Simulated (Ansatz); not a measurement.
One change: `CSC1(F)CO1` becomes `CC1(F)CO1`.

Ansatz, PBE0-D4/def2-TZVP geometries, multiplicity 1. Each molecule was computed in one conformer, which needn't be the lowest.

```json
{"property": "size of the dipole moment (B3LYP/def2-TZVPP) / D", "`CSC1(F)CO1`": "0.85"}
{"property": "HOMO energy (PBE0/def2-TZVPP) / eV", "`CSC1(F)CO1`": "-7.05"}
{"property": "size of the dipole moment (ωB97M-V/def2-TZVPP) / D", "`CSC1(F)CO1`": "0.86"}
{"property": "HOMO energy (ωB97M-V/def2-TZVPP) / eV", "`CSC1(F)CO1`": "-9.31"}
{"property": "LUMO energy (ωB97M-V/def2-TZVPP) / eV", "`CSC1(F)CO1`": "2.30"}
{"property": "HOMO energy (B3LYP/def2-TZVPP) / eV", "`CSC1(F)CO1`": "-6.82"}
```

Give the same properties after the change, and the shifts. (Best estimate.)

Ansatz gave: 
| property | `CC1(F)CO1` | shift |
| --- | --- | --- |
| size of the dipole moment (B3LYP/def2-TZVPP) / D | 2.36 | 1.51 |
| HOMO energy (PBE0/def2-TZVPP) / eV | -8.51 | -1.46 |
| size of the dipole moment (ωB97M-V/def2-TZVPP) / D | 2.37 | 1.51 |
| HOMO energy (ωB97M-V/def2-TZVPP) / eV | -10.93 | -1.62 |
| LUMO energy (ωB97M-V/def2-TZVPP) / eV | 2.86 | 0.56 |
| HOMO energy (B3LYP/def2-TZVPP) / eV | -8.26 | -1.44 |

With PBE0 the HOMO falls by 1.46 eV and the LUMO rises by 1.01 eV, so the gap widens by about 2.47 eV. PBE moves the HOMO by -1.07 eV and ωB97M-V by -1.62 eV. The zero-point energy changes by -2.2 kJ/mol with -3 modes. Dipoles are sizes alone; their direction can turn.

B3LYP here is the variant with VWN-RPA as its local correlation; programs differ in this.
